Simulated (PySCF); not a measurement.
# Excited states of chlorofluoromethane, CH₂ClF

The calculation used PySCF 2.14.0, TDDFT CAM-B3LYP/aug-cc-pVTZ excited states, vertical, gas phase. Geometry: PBE0-D3(BJ)/def2-TZVP.

Input:
```
{"job": {"kind": "states", "xc": "CAM-B3LYP", "basis": "aug-cc-pVTZ", "tpa": true, "nstates": 8, "nquad": 6, "ntriplets": 0}, "charge": 0, "multiplicity": 1}
F     -0.717998     1.116111    -0.285351
C     -0.097729    -0.067519    -0.065482
Cl     1.419312     0.181503     0.805311
H     -0.736529    -0.698225     0.551283
H      0.140205    -0.529792    -1.022507
```
Coordinates are in Å.

Command: `OMP_NUM_THREADS=1 python excited_run.py task.json out`

What does the run print?

H and L stand for HOMO and LUMO.
```
coarse grid: 5040 points
cycle   1  E = -599.3231842582  dE =  2.666e-01  |g| = 5.677e-01  |ddm| = 3.930e+00
cycle   2  E = -599.2938257155  dE =  2.936e-02  |g| = 7.594e-01  |ddm| = 1.410e+00
cycle   3  E = -599.3850926835  dE = -9.127e-02  |g| = 4.276e-02  |ddm| = 7.702e-01
cycle   4  E = -599.3853420575  dE = -2.494e-04  |g| = 2.683e-02  |ddm| = 7.716e-02
cycle   5  E = -599.3854746696  dE = -1.326e-04  |g| = 3.803e-03  |ddm| = 3.425e-02
cycle   6  E = -599.3854790528  dE = -4.383e-06  |g| = 8.533e-04  |ddm| = 8.411e-03
final grid: 45304 points
cycle   7  E = -599.3903993552  dE = -2.577e-05  |g| = 4.479e-03  |ddm| = 9.414e-02
cycle   8  E = -599.3903983097  dE =  1.046e-06  |g| = 5.255e-03  |ddm| = 1.125e-02
cycle   9  E = -599.3904021941  dE = -3.884e-06  |g| = 4.312e-04  |ddm| = 5.311e-03
cycle  10  E = -599.3904022207  dE = -2.653e-08  |g| = 1.398e-04  |ddm| = 6.055e-04
cycle  11  E = -599.3904022245  dE = -3.843e-09  |g| = 4.119e-05  |ddm| = 2.310e-04
cycle  12  E = -599.3904022249  dE = -4.195e-10  |g| = 8.459e-06  |ddm| = 7.318e-05
converged SCF energy = -599.3904022249

Singlet excitations
state   eV       nm        f     d(h-e)  d(exc)  Lambda  PR(NTO)  |dmu|/D   mu/D   delta(TPA)   sigma/GM   main configurations
  1   7.4074   167.4   0.00144   0.566   2.698   0.342   1.024    1.894    0.694        0.80      0.016   H->L+2 0.33, H->L 0.31, H->L+4 0.26
  2   7.8944   157.1   0.00351   0.649   2.639   0.322   1.022    1.941    0.839        7.31      0.167   H-1->L+2 0.33, H-1->L+4 0.29, H-1->L 0.28
  3   7.9178   156.6   0.01671   0.568   3.546   0.302   1.014    2.383    1.395       25.56      0.587   H->L 0.52, H->L+2 0.39
  4   8.4397   146.9   0.05543   0.649   3.570   0.273   1.010    2.641    1.704        9.93      0.259   H-1->L 0.51, H-1->L+2 0.43
  5   8.7253   142.1   0.00112   1.454   3.421   0.238   1.031    5.367    4.512        4.15      0.116   H->L+3 0.80
  6   8.7503   141.7   0.03591   1.555   4.304   0.183   1.026    6.119    4.437       15.99      0.448   H->L+1 0.89, H->L+7 0.08
  7   9.1864   135.0   0.05579   1.270   3.955   0.345   1.341                                            H->L+4 0.42, H->L+2 0.19, H-1->L+1 0.08
  8   9.2690   133.8   0.00359   1.606   4.293   0.133   1.209                                            H-1->L+1 0.80, H-1->L+7 0.09
```

It took 12 s wall time on 1 thread of an Arm Neoverse V1, shared host, peak memory 0.63 GiB.
